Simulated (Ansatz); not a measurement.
# SiBH4 radical (SMILES B[SiH2]): single points off equilibrium

A test off equilibrium: a structure displaced at random from a GFN2-xTB minimum is computed at several levels, and each is set against CCSD(T).

Program: Ansatz 0.2.0, Gaussian basis. Level of theory: single points in def2-TZVPP. These are calculated values, not measurements.

Correlated methods freeze the cores. Orbitals are unrestricted.

### Step 1. The starting structure

6 atoms, charge 0, spin multiplicity 2.

Atoms are counted from 1 here; the program's logs count them from 0.

Bond lengths: B1–Si2 1.900 Å, B1–H3 1.221 Å, B1–H4 1.198 Å, Si2–H5 1.388 Å, Si2–H6 1.674 Å. Angles: Si2–B1–H3 123.3°, Si2–B1–H4 120.6°, H3–B1–H4 115.9°, B1–Si2–H5 117.7°, B1–Si2–H6 125.2°, H5–Si2–H6 115.6°.

Coordinates:

```xyz
6
BH4Si
B     0.02540   -1.00760    0.10320
Si   -0.02690    0.87030   -0.18030
H    -0.64290   -1.57550    0.95330
H     0.65890   -1.71700   -0.62550
H     0.99430    1.43920   -0.92950
H    -0.99490    1.94700    0.66080
```

### Step 2. CCSD(T)/def2-TZVPP

run/in.yaml reads:

```yaml
crystal:
  periodic: [false, false, false]
  atoms:
    - {symbol: B, position_ang: [0.025400, -1.007600, 0.103200]}
    - {symbol: Si, position_ang: [-0.026900, 0.870300, -0.180300]}
    - {symbol: H, position_ang: [-0.642900, -1.575500, 0.953300]}
    - {symbol: H, position_ang: [0.658900, -1.717000, -0.625500]}
    - {symbol: H, position_ang: [0.994300, 1.439200, -0.929500]}
    - {symbol: H, position_ang: [-0.994900, 1.947000, 0.660800]}
basis:
  gaussian: {orbitals: def2-TZVPP}
magnetization: {spin_polarized: true, initial_magnetization: 1}
correlation: {method: ccsd_t}
scf: {omitted_lower_state_checks: [cluster_reference]}
output: {forces: true}
```

On the command line:

```
$ ansatz run in.yaml --threads 4 --pin off --events-out ev --progress --plain --max-ram 5222MiB
```

### Step 3. PBE0-D4/def2-TZVPP

run/in.yaml, as its differences from that of step 2:

```diff
@@ -12,4 +12,3 @@
 magnetization: {spin_polarized: true, initial_magnetization: 1}
-correlation: {method: ccsd_t}
-scf: {omitted_lower_state_checks: [cluster_reference]}
-output: {forces: true}
+hamiltonian: {xc: pbe0, dispersion: d4}
+output: {forces: true, orbitals: {seedname: orbitals}}
```

### Step 4. wB97M-V/def2-TZVPP

run/in.yaml, as its differences from that of step 3:

```diff
@@ -12,3 +12,3 @@
 magnetization: {spin_polarized: true, initial_magnetization: 1}
-hamiltonian: {xc: pbe0, dispersion: d4}
-output: {forces: true, orbitals: {seedname: orbitals}}
+hamiltonian: {xc: {name: wB97M-V}}
+output: {forces: true}
```

### Step 5. r2SCAN-D4/def2-TZVPP

run/in.yaml, as its differences from that of step 4:

```diff
@@ -12,3 +12,3 @@
 magnetization: {spin_polarized: true, initial_magnetization: 1}
-hamiltonian: {xc: {name: wB97M-V}}
+hamiltonian: {xc: r2scan, dispersion: d4}
 output: {forces: true}
```

### Step 6. PBE-D4/def2-TZVPP

run/in.yaml, as its differences from that of step 5:

```diff
@@ -12,3 +12,3 @@
 magnetization: {spin_polarized: true, initial_magnetization: 1}
-hamiltonian: {xc: r2scan, dispersion: d4}
+hamiltonian: {xc: pbe, dispersion: d4}
 output: {forces: true}
```

### Step 7. BHLYP-D4/def2-TZVPP

run/in.yaml, as its differences from that of step 6:

```diff
@@ -12,3 +12,3 @@
 magnetization: {spin_polarized: true, initial_magnetization: 1}
-hamiltonian: {xc: pbe, dispersion: d4}
+hamiltonian: {xc: {name: BHLYP}, dispersion: d4}
 output: {forces: true}
```

### Step 8. wB97X-V/def2-TZVPP

run/in.yaml, as its differences from that of step 7:

```diff
@@ -12,3 +12,3 @@
 magnetization: {spin_polarized: true, initial_magnetization: 1}
-hamiltonian: {xc: {name: BHLYP}, dispersion: d4}
+hamiltonian: {xc: {name: wB97X-V}}
 output: {forces: true}
```

(Steps that only read results are left out.)

Before running it: what results should come out? Wanted: energy less free atoms, CCSD(T)/def2-TZVPP; RMS force component; RMS force error; HOMO and LUMO, PBE0-D4; T1 diagnostic.

The runs gave:

| quantity | value |
| --- | --- |
| energy less free atoms, CCSD(T)/def2-TZVPP | -385.9 kcal/mol |
| RMS force component | 1.135 to 1.178 eV/Å over the methods |
| RMS force error | PBE0-D4 0.092, wB97M-V 0.092, r2SCAN-D4 0.083, PBE-D4 0.157, BHLYP-D4 0.104, wB97X-V 0.071 eV/Å |
| HOMO and LUMO, PBE0-D4 | -6.56 and -3.39 eV |
| T1 diagnostic | 0.017 |

What this shows: Against CCSD(T) the functionals' energies less atoms differ by -16.8 to -9.9 kcal/mol, PBE-D4 by -12.7 kcal/mol. A larger basis would deepen the CCSD(T) value, while the functionals are nearly converged already, so the order here is not reliable. For forces wB97X-V does best and PBE-D4 worst.
